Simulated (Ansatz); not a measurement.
# PS2 (doublet): the correlation ladder at distance S1–P2 = 1.681 Å, cc-pVDZ

Aim: climb from Hartree-Fock through coupled cluster and multireference methods for PS2 (doublet) at one geometry and basis, and see what each rung misses.

The runs use Ansatz 0.2.0, Gaussian basis; cc-pVDZ, core rule «outside noble gas», up to 15 orbitals frozen.

Plan: UHF; CCSD(T) on ROHF; CCSD(T) on UHF; BCCD(T) on ROHF; CISD; CCSDT(Q) on ROHF; CCSDT(Q) on UHF; CASSCF and MRCISD+Q, 3 electrons in 3 orbitals; CASSCF and NEVPT2, 3 electrons in 3 orbitals; CASSCF and MRCISD+Q, 13 electrons in 10 orbitals; CASSCF and NEVPT2, 13 electrons in 10 orbitals.

40 further runs of the same task are left out: 4 for a known fault of the program, 30 that didn't finish, 6 set aside as unsound or not needed.

### 1 The geometry

The geometry derives from a PBE0/def2-TZVP stationary point (not a proven minimum). One bond is set to the value named and the two fragments are kept rigid.

3 atoms, charge 0, spin multiplicity 2.

Atoms are counted from 1 here; the program's logs count them from 0.

Bond lengths: S1–P2 1.681 Å, P2–S3 1.911 Å. Angles: S1–P2–S3 132.6°.

### 2 UHF

Contents of in.yaml:

```yaml
crystal:
  periodic: [false, false, false]
  atoms:
    - {symbol: S, position_ang: [0.000000, -0.188697, 1.610577]}
    - {symbol: P, position_ang: [0.000000, 0.486465, 0.071123]}
    - {symbol: S, position_ang: [0.000000, -0.281213, -1.679279]}
basis:
  gaussian: {orbitals: cc-pVDZ}
magnetization: {spin_polarized: true, initial_magnetization: 1}
hamiltonian: {xc: hf}
output: {orbitals: {seedname: orbitals}}
```

Launch:

```console
ansatz run in.yaml --threads 1 --pin off --events-out ev --progress --plain --max-ram 2393MiB
```

After this run come: CCSD(T) on ROHF; CCSD(T) on UHF; BCCD(T) on ROHF; CISD; CCSDT(Q) on ROHF; CCSDT(Q) on UHF; CASSCF and MRCISD+Q, 3 electrons in 3 orbitals; CASSCF and NEVPT2, 3 electrons in 3 orbitals; CASSCF and MRCISD+Q, 13 electrons in 10 orbitals; CASSCF and NEVPT2, 13 electrons in 10 orbitals.

Q: Predict the results of all the runs planned. Wanted: UCCSDT(Q) below the RHF energy; RMP2 from UCCSDT(Q); UMP2 from UCCSDT(Q); RCCSD from UCCSDT(Q); RCCSD(T) from UCCSDT(Q); UCCSD(T) from UCCSDT(Q); RCCSDT(Q) from UCCSDT(Q); NEVPT2 pair from UCCSDT(Q); MRCISD+Q pair from UCCSDT(Q).

**Answer**, as computed:

| quantity | value |
| --- | --- |
| UCCSDT(Q) below the RHF energy | -11.0217 eV |
| RMP2 from UCCSDT(Q) | +1185.9 meV |
| UMP2 from UCCSDT(Q) | +1255.5 meV |
| RCCSD from UCCSDT(Q) | +553.3 meV |
| RCCSD(T) from UCCSDT(Q) | +77.1 meV |
| UCCSD(T) from UCCSDT(Q) | +80.3 meV |
| RCCSDT(Q) from UCCSDT(Q) | +5.5 meV |
| NEVPT2 pair from UCCSDT(Q) | +1341.5 meV |
| MRCISD+Q pair from UCCSDT(Q) | +396.6 meV |
| NEVPT2 valence from UCCSDT(Q) | +1557.2 meV |
| levels within 1 kcal/mol (43 meV) | RCCSDT(Q) |
| T1 diagnostic | 0.026 |
| effectively unpaired electrons | 1.04 |

**Reading.** RCCSD(T) misses by +77.1 meV, 0.7 % of the correlation energy. One determinant dominates. Of the multireference levels listed MRCISD+Q valence comes nearest in total energy (+137.2 meV), which doesn't show that its space is the better one. These misses are within one basis, not against nature; the frozen cores of restricted and unrestricted runs differ, which can shift their rows.
